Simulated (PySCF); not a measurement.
Bond stretch in NH, triplet.

Calculation: CCSD(T) on UHF/cc-pVTZ, 1 core orbital frozen (PySCF).

Task: Relative to R = 1.04 Å, what are the energies at R = 0.98, 1.08, 1.20, 3.65 Å?

Result: 7.1 kJ/mol at 0.98 Å, 2.7 kJ/mol at 1.08 Å, 32.8 kJ/mol at 1.20 Å, 331.0 kJ/mol at 3.65 Å.

The unrestricted determinant behind UCCSD(T) is spin-contaminated at 1.42 to 4.15 Å (<S²> up to 3.0, against 2.00 for a pure triplet).
